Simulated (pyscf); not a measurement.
H₃C–C(CH₃)(CH₃)–O–Hf(OH)(OH)–OH → HO–Hf(OH)(OH)–OH + H₂C=C(CH₃)–CH₃, gas phase, singlet surface. Single points on ωB97X-D3(BJ)/def2-SVP structures (PySCF, gas phase). ΔG in kcal/mol from ωB97M-D3(BJ)/def2-TZVP energies (ideal gas, 1 atm, RRHO with modes under 100 cm⁻¹ raised to 100, one conformer, R ln 2 for chiral ones without a mode under 150 cm⁻¹).

```tsv
T (K)	ΔG
298	+3.8
600	?
900	-21.0
1200	-33.0
```

**Question.** Fit a line to the three values, predict ΔG at 600 K, and estimate where the reaction turns favourable at 1 atm of each gas.

**Answer.** Least squares gives ΔG = +15.9 − 40.9 × T/1000 K, so ΔS is about +171 J/(mol K) and ΔH about +15.9 kcal/mol over this range (ΔH at 298 K: +16.2). At 600 K the line gives -8.6; the computed value is -8.7. ΔG = 0 falls near 390 K; 1 kcal/mol in the energy moves that by 24 K. This is thermodynamics alone and says nothing of the barrier. Elements past Kr carry the def2 core potentials, without spin-orbit coupling.
